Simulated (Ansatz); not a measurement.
Fluorite CdF2 was calculated with PBE (plane waves, PAW; Ansatz, a program for electronic structure).

Settings: plane-wave cutoff 520 eV, 8×8×8 k mesh, scalar-relativistic PAW data made under PBE.

Cell (measured lattice):

```xyz
3
Lattice="0.0000 2.6940 2.6940 2.6940 0.0000 2.6940 2.6940 2.6940 0.0000" Properties=species:S:1:pos:R:3 pbc="T T T"
Cd     0.0000     0.0000     0.0000
F      4.0410     4.0410     4.0410
F      1.3470     1.3470     1.3470
```

Task: Predict the elastic constant C12, polycrystal shear modulus (Hill average), Voigt–Reuss–Hill bulk modulus, elastic constant C44 and elastic constant C11.

Result: 
- elastic constant C12: 82.5 GPa
- polycrystal shear modulus (Hill average): 31.7 GPa
- Voigt–Reuss–Hill bulk modulus: 119 GPa
- elastic constant C44: 21.6 GPa
- elastic constant C11: 192 GPa

Note: the cell isn't this level's own, so it is under some stress, which shifts stiffness and frequencies.

Elastic constants are with the ions relaxed.

Static lattice: no zero-point or thermal effects.

Cost on a shared machine: roughly 90 core-seconds.
